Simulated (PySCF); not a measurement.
# One shape, several levels: SiH2F2 (SMILES F[SiH2]F)

Wanted: a comparison of 5 runs (BCCD(T)/STO-3G, CCSDT(Q)/STO-3G, NEVPT2(2,2)/STO-3G, QCISD(T)/STO-3G, CISD/STO-3G) of SiH2F2. Input form: a Python script.

Program for the calculation: PySCF 2.14.0.

7 further runs of the same task are left out: 1 that didn't finish, 6 set aside as unsound or not needed.

## Step 1: The system as given

SiH2F2 has 5 atoms, charge 0, and is taken as a singlet. SMILES: `F[SiH2]F`. Geometry: relaxed at PBE0-D4/def2-TZVP.

Bond lengths: F1–Si2 1.586 Å, Si2–F3 1.586 Å, Si2–H4 1.474 Å, Si2–H5 1.474 Å. Angles: F1–Si2–F3 108.0°, F1–Si2–H4 108.5°, F1–Si2–H5 108.5°, F3–Si2–H4 108.5°, F3–Si2–H5 108.5°, H4–Si2–H5 114.6°.

## Step 2: The energy at BCCD(T)/STO-3G (run 1)

Contents of job.py:

```python
from pyscf import gto, scf, cc
from pyscf.cc.bccd import bccd_kernel_

mol = gto.M(
    atom='''
F     -1.079010     0.538200     0.980720
Si    -0.005220    -0.000540    -0.054090
F      1.247630    -0.520590     0.766910
H     -0.590470    -1.138740    -0.786300
H      0.427070     1.121680    -0.907250
''',
    verbose=3,
    charge=0,
    spin=0,
    max_memory=1860,
    basis='sto-3g',
)

mf = scf.RHF(mol)
mf.conv_tol = 1e-10
mf.kernel()
if not mf.converged:
    mf = mf.newton().run(mf.mo_coeff, mf.mo_occ)

mycc = cc.CCSD(mf, frozen=7).run()
mycc = bccd_kernel_(mycc, diis=True)
e_t = mycc.ccsd_t()
energy = mycc.e_tot + e_t
print('E = %.10f Eh' % energy)
```

Run with:

```
OMP_NUM_THREADS=1 python job.py
```

Output:

```text
converged SCF energy = -482.868194020107
E(CCSD) = -482.9537914003181  E_corr = -0.08559738021060662
BCCD loop starts.

[... 21 lines left out ...]
CCSD converged
[... 22 lines left out ...]
CCSD converged
[... 3 lines left out ...]
******** <class 'pyscf.cc.ccsd.CCSD'> ********
CC2 = 0
CCSD nocc = 10, nmo = 14
frozen orbitals 7
max_cycle = 50
direct = 0
conv_tol = 1e-07
conv_tol_normt = 1e-05
diis_space = 6
diis_start_cycle = 0
diis_start_energy_diff = 1e+09
Init E_corr(CCSD) = -0.0882108650289276
cycle = 1  E_corr(CCSD) = -0.0882318881072163  dE = -2.10230783e-05  norm(t1,t2) = 0.000148544
cycle = 2  E_corr(CCSD) = -0.0882221147678733  dE = 9.77333934e-06  norm(t1,t2) = 2.8383e-05
cycle = 3  E_corr(CCSD) = -0.0882230523057089  dE = -9.37537836e-07  norm(t1,t2) = 1.54594e-05
cycle = 4  E_corr(CCSD) = -0.0882222240108678  dE = 8.28294841e-07  norm(t1,t2) = 5.37606e-06
cycle = 5  E_corr(CCSD) = -0.0882222601293948  dE = -3.6118527e-08  norm(t1,t2) = 1.01521e-06
CCSD converged
E(CCSD) = -482.9530804860128  E_corr = -0.08822226012939476
BCC iter:    2  E:    -482.953080486013  dE:    2.664e-06  |t1|:    1.458e-06
CCSD(T) correction = -0.00413964338453596
E = -482.9572201294 Eh
```

It took 0.48 s on 1 thread of AMD EPYC 9R45 (Zen 5), shared host; peak memory 0.1 GiB.

## Step 3: The energy at CCSDT(Q)/STO-3G (run 2)

Contents of calc.py:

```python
from pyscf import gto, cc

system = gto.M(
    atom='''
F   -1.079010   0.538200   0.980720
Si  -0.005220  -0.000540  -0.054090
F    1.247630  -0.520590   0.766910
H   -0.590470  -1.138740  -0.786300
H    0.427070   1.121680  -0.907250
''',
    basis='sto-3g',
    verbose=3,
    charge=0,
    max_memory=1860,
    spin=0,
)

hf = system.RHF()
hf.conv_tol = 1e-10
hf.kernel()
if not hf.converged:
    hf = hf.newton().run(hf.mo_coeff, hf.mo_occ)

mycc = cc.CCSDT(hf, frozen=7)
mycc.kernel()
e_bracket, e_q = mycc.ccsdt_q()
e_tot = mycc.e_tot + e_q
print('E = %.10f Eh' % e_tot)
```

Run with:

```
OMP_NUM_THREADS=1 python calc.py
```

Output:

```text
converged SCF energy = -482.868194020107
_make_eris_incore_RCCSDT

WARN: A large `blksize` is being used, which may cause large memory consumption
      for storing contraction intermediates. If memory is sufficient, consider using
      `pyscf.cc.rccsdt_highm.RCCSDT` instead.

RCCSDT converged
E(RCCSDT) = -482.9577845893793   E_corr = -0.08959056927189352
E_corr(same-spin) = -0.00984127784395587
E_corr(oppo-spin) = -0.0797492914279376
_make_eris_incore_RCCSDT
E = -482.9579037408 Eh
```

Run time: 1.6 s. Hardware: 1 thread of AMD EPYC 9R45 (Zen 5), shared host; peak memory 0.12 GiB.

Runs 3 to 4 aren't shown in full; the table further down has their settings and results.

## Step 4: The energy at CISD/STO-3G (run 5)

Contents of input.py:

```python
# F[SiH2]F
from pyscf import gto, scf, ci

mol = gto.M(
    atom='''
F     -2.039033     1.017051     1.853292
Si    -0.009864    -0.001020    -0.102215
F      2.357679    -0.983773     1.449250
H     -1.115827    -2.151907    -1.485892
H      0.807045     2.119668    -1.714454
''',
    unit='bohr',
    basis='sto-3g',
    max_memory=1860,
    verbose=3,
    spin=0,
)

mf = scf.RHF(mol)
mf.conv_tol = 1e-10
mf.kernel()
if not mf.converged:
    mf = mf.newton().run(mf.mo_coeff, mf.mo_occ)

cisd = ci.CISD(mf, frozen=7)
cisd.kernel()
e_final = cisd.e_tot
print('E = %.10f Eh' % e_final)
```

Run with:

```
OMP_NUM_THREADS=1 python input.py
```

Output:

```text
converged SCF energy = -482.868193993092
E(RCISD) = -482.9515879388109  E_corr = -0.08339394571925896
E = -482.9515879388 Eh
```

It took 0.36 s on 1 thread of AMD EPYC 9R45 (Zen 5), shared host; peak memory 0.1 GiB.

## Step 5: Overview of the runs

```
run               level  frozen core orbitals      active selection  energy (Eh)  correlation energy (mEh)  wall time
  1      BCCD(T)/STO-3G                     7                     –  -482.957220                     -89.0     0.48 s
  2     CCSDT(Q)/STO-3G                     7                     –  -482.957904                     -89.7      1.6 s
  3  NEVPT2(2,2)/STO-3G                     –  mp2 natural orbitals  -482.940443                         –      0.6 s
  4     QCISD(T)/STO-3G                     7                     –  -482.957672                     -89.5     0.38 s
  5         CISD/STO-3G                     7                     –  -482.951588                     -83.4     0.36 s
```

## Step 6: Results

```
                                          quantity          value
                               run 5: total energy  -482.95159 Eh
       run 5: dipole moment (Hartree–Fock density)         1.26 D
        run 5: HOMO energy (Hartree–Fock orbitals)      -10.35 eV
        run 5: LUMO energy (Hartree–Fock orbitals)       13.01 eV
      run 5: HOMO–LUMO gap (Hartree–Fock orbitals)       23.37 eV
run 5: correlation energy (7 core orbitals frozen)      -83.4 mEh
```

In words: In runs 1, 2, 3, 4, 5 the basis is minimal, so the values are rough. All runs together took 3.5 s, the longest 1.6 s.
